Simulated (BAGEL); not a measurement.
# BNH6O (SMILES [NH3+][BH2-]O): HF/6-31G(d) (density fitting with qzvpp-jkfit, spherical functions)

What is the energy change on altering one bond length of BNH6O at HF/6-31G* (density fitting with qzvpp-jkfit, spherical functions)? 

Program for the calculation: BAGEL 1.2.2.

3 further runs of the same task are left out: 3 that didn't finish.

## Step 1: The structure to begin with

BNH6O has 9 atoms, charge 0, and is taken as a singlet. As SMILES, `[NH3+][BH2-]O`. Geometry: relaxed at GFN2-xTB. This is one conformer, not always the lowest.

Bond lengths: N1–B2 1.790 Å, B2–O3 1.407 Å, N1–H4 1.012 Å, N1–H5 1.012 Å, N1–H6 1.013 Å, B2–H7 1.186 Å, B2–H8 1.195 Å, O3–H9 0.955 Å. Some angles: N1–B2–O3 103.8°, N1–B2–H7 101.1°, N1–B2–H8 101.9°, O3–B2–H7 112.3°, O3–B2–H8 117.8°, B2–N1–H4 109.7°, B2–N1–H5 104.6°, B2–N1–H6 110.3°, B2–O3–H9 113.0°, H7–B2–H8 116.7°.

## Step 2: The energy at HF/6-31G(d) (density fitting with qzvpp-jkfit, spherical functions)

hf.json reads:

```json
{ "bagel": [

{
  "title": "molecule",
  "basis": "6-31gs.json",
  "df_basis": "qzvpp-jkfit",
  "angstrom": true,
  "geometry": [
    { "atom": "N", "xyz": [      -0.594820,       0.588420,      -0.642590 ] },
    { "atom": "B", "xyz": [       0.419800,      -0.664420,       0.134950 ] },
    { "atom": "O", "xyz": [       1.082380,       0.030930,       1.163530 ] },
    { "atom": "H", "xyz": [      -0.993350,       0.223030,      -1.497480 ] },
    { "atom": "H", "xyz": [       0.043730,       1.349630,      -0.837240 ] },
    { "atom": "H", "xyz": [      -1.321570,       0.896120,      -0.008140 ] },
    { "atom": "H", "xyz": [       1.148200,      -0.953250,      -0.755160 ] },
    { "atom": "H", "xyz": [      -0.393550,      -1.480850,       0.449290 ] },
    { "atom": "H", "xyz": [       0.609180,       0.010380,       1.992840 ] }
  ]
},

{
  "title": "hf"
},

{
  "title": "print",
  "file": "orbitals.molden",
  "orbitals": true
}

]}
```

The basis set 6-31G* is read from a file made from the Basis Set Exchange's data (not shown).

Run with:

```sh
$ BAGEL_NUM_THREADS=1 BAGEL hf.json > hf.out
```

Log:

```text
* using 1 threads per process

  ===============================================================
  ===============================================================

  *** Geometry ***

  { "atom" : "N", "xyz" : [     -1.124047,      1.111953,     -1.214319 ] },
  { "atom" : "B", "xyz" : [      0.793307,     -1.255572,      0.255019 ] },
  { "atom" : "O", "xyz" : [      2.045402,      0.058449,      2.198753 ] },
  { "atom" : "H", "xyz" : [     -1.877159,      0.421466,     -2.829827 ] },
  { "atom" : "H", "xyz" : [      0.082638,      2.550431,     -1.582154 ] },
  { "atom" : "H", "xyz" : [     -2.497405,      1.693421,     -0.015382 ] },
  { "atom" : "H", "xyz" : [      2.169784,     -1.801381,     -1.427046 ] },
  { "atom" : "H", "xyz" : [     -0.743702,     -2.798401,      0.849035 ] },
  { "atom" : "H", "xyz" : [      1.151183,      0.019615,      3.765922 ] },

  Number of auxiliary basis functions:      337

  Since a DF basis is specified, we compute 2- and 3-index integrals:
    o Being stored without compression. Storage requirement is 0.008 GB

  Number of basis functions:       54
  Number of electrons      :       26

    * METHOD: MOLECULE                             0.09

  *** RHF ***

  === Nuclear Repulsion ===
    77.6512448939

      * DIIS with orbital gradients will be used.

  === RHF iteration (6-31gs.json) ===
      0       -157.29388503          0.03212767           0.01
      1       -157.45141100          0.01723146           0.01
      2       -157.51096859          0.00247289           0.01
      3       -157.51239925          0.00064939           0.01
      4       -157.51248828          0.00013805           0.01
      5       -157.51249386          0.00003717           0.01
      6       -157.51249438          0.00001258           0.01
      7       -157.51249446          0.00000214           0.01
      8       -157.51249446          0.00000074           0.01
      9       -157.51249446          0.00000027           0.01
     10       -157.51249446          0.00000007           0.01
     11       -157.51249446          0.00000003           0.01
     12       -157.51249446          0.00000001           0.01
    * SCF iteration converged.

    * Permanent dipole moment:
           (    1.540601,    -1.168294,     0.512622) a.u.

    * METHOD: HF                                   0.25

    * METHOD: PRINT                                0.01

  ===============================================================
```

Run time: 0.46 s. Hardware: 1 thread of Arm Neoverse V1, shared host.

## Step 3: The distorted shape, same level

calc.json reads:

```json
{ "bagel": [

{
  "title": "molecule",
  "basis": "6-31gs.json",
  "df_basis": "qzvpp-jkfit",
  "angstrom": true,
  "geometry": [
    { "atom": "N", "xyz": [   -0.746985,    0.776312,   -0.759200 ] },
    { "atom": "B", "xyz": [    0.419800,   -0.664420,    0.134950 ] },
    { "atom": "O", "xyz": [    1.082380,    0.030930,    1.163530 ] },
    { "atom": "H", "xyz": [   -1.145515,    0.410922,   -1.614090 ] },
    { "atom": "H", "xyz": [   -0.108435,    1.537522,   -0.953850 ] },
    { "atom": "H", "xyz": [   -1.473735,    1.084012,   -0.124750 ] },
    { "atom": "H", "xyz": [    1.148200,   -0.953250,   -0.755160 ] },
    { "atom": "H", "xyz": [   -0.393550,   -1.480850,    0.449290 ] },
    { "atom": "H", "xyz": [    0.609180,    0.010380,    1.992840 ] }
  ]
},
{
  "title": "hf"
},
{
  "title": "print",
  "file": "orbitals.molden",
  "orbitals": true
}

]}
```

The basis set 6-31G* is read from a file made from the Basis Set Exchange's data (not shown).

Run with:

```sh
$ BAGEL_NUM_THREADS=1 BAGEL calc.json > calc.out
```

Log:

```text
* using 1 threads per process

  ===============================================================
  ===============================================================

  *** Geometry ***

  { "atom" : "N", "xyz" : [     -1.411597,      1.467017,     -1.434680 ] },
  { "atom" : "B", "xyz" : [      0.793307,     -1.255572,      0.255019 ] },
  { "atom" : "O", "xyz" : [      2.045402,      0.058449,      2.198753 ] },
  { "atom" : "H", "xyz" : [     -2.164710,      0.776530,     -3.050188 ] },
  { "atom" : "H", "xyz" : [     -0.204912,      2.905495,     -1.802515 ] },
  { "atom" : "H", "xyz" : [     -2.784956,      2.048486,     -0.235743 ] },
  { "atom" : "H", "xyz" : [      2.169784,     -1.801381,     -1.427046 ] },
  { "atom" : "H", "xyz" : [     -0.743702,     -2.798401,      0.849035 ] },
  { "atom" : "H", "xyz" : [      1.151183,      0.019615,      3.765922 ] },

  Number of auxiliary basis functions:      337

  Since a DF basis is specified, we compute 2- and 3-index integrals:
    o Being stored without compression. Storage requirement is 0.008 GB

  Number of basis functions:       54
  Number of electrons      :       26

    * METHOD: MOLECULE                             0.09

  *** RHF ***

  === Nuclear Repulsion ===
    74.1718203468

      * DIIS with orbital gradients will be used.

  === RHF iteration (6-31gs.json) ===
      0       -157.29068926          0.03221878           0.01
      1       -157.44535216          0.01757776           0.01
      2       -157.50682675          0.00242544           0.01
      3       -157.50821209          0.00065554           0.01
      4       -157.50830489          0.00014480           0.01
      5       -157.50831108          0.00003961           0.01
      6       -157.50831171          0.00001330           0.01
      7       -157.50831180          0.00000234           0.01
      8       -157.50831181          0.00000091           0.01
      9       -157.50831181          0.00000032           0.01
     10       -157.50831181          0.00000009           0.01
     11       -157.50831181          0.00000004           0.01
     12       -157.50831181          0.00000001           0.01
    * SCF iteration converged.

    * Permanent dipole moment:
           (    1.406522,    -1.020625,     0.391022) a.u.

    * METHOD: HF                                   0.25

    * METHOD: PRINT                                0.01

  ===============================================================
```

Run time: 0.46 s. Hardware: 1 thread of Arm Neoverse V1, shared host.

## Step 4: What came out

At HF/6-31G* (density fitting with qzvpp-jkfit, spherical functions):

```
                                                         quantity          value
                                        first shape: total energy  -157.51249 Eh
                                       first shape: dipole moment         5.08 D
                                         first shape: HOMO energy      -10.92 eV
                                         first shape: LUMO energy        5.03 eV
                                       first shape: HOMO–LUMO gap       15.96 eV
                                    distorted shape: total energy  -157.50831 Eh
                                   distorted shape: dipole moment         4.53 D
                                     distorted shape: HOMO energy      -11.20 eV
                                     distorted shape: LUMO energy        5.14 eV
                                   distorted shape: HOMO–LUMO gap       16.34 eV
energy change with the N1–B2 bond stretched from 1.790 to 2.058 Å       0.114 eV
```

**Reading.** With the N1–B2 bond stretched from 1.790 to 2.058 Å the energy rises by 0.11 eV (11.0 kJ/mol). The first shape isn't relaxed at this level, so the change isn't measured from a minimum.
